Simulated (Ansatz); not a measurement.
Basis-set extrapolation for C4H7F, SMILES `CC1(F)CC1` (PBE0-D4/def2-TZVP geometry, frozen core, Ansatz). Multiplicity 1, RHF reference.

|  | def2-TZVPP | def2-QZVPP |
| --- | --- | --- |
| HF | -255.053532 | -255.065006 |
| MP2 correlation | -0.926029 | -0.992710 |
| CCSD(T) correlation | -0.999605 | not run |

Energies in hartree. Use E(X) = E(∞) + A·exp(−7.88·√X) for Hartree–Fock and E(X) = E(∞) + B·X^(−2.97) for correlation, with X = 3 and 4, and add CCSD(T) minus MP2 of the smaller set to the MP2 limit.

**Question.** What is the CCSD(T) energy at the basis-set limit?

**Answer.** HF limit: -255.065006 + (-0.011474) × 0.13774 = -255.06659. MP2 limit: -0.992710 + (-0.066681) × 0.74074 = -1.04210. Higher-order term: -0.999605 − (-0.926029) = -0.07358. Total: -256.18227 hartree, 339.0 kJ/mol below CCSD(T)/def2-TZVPP.
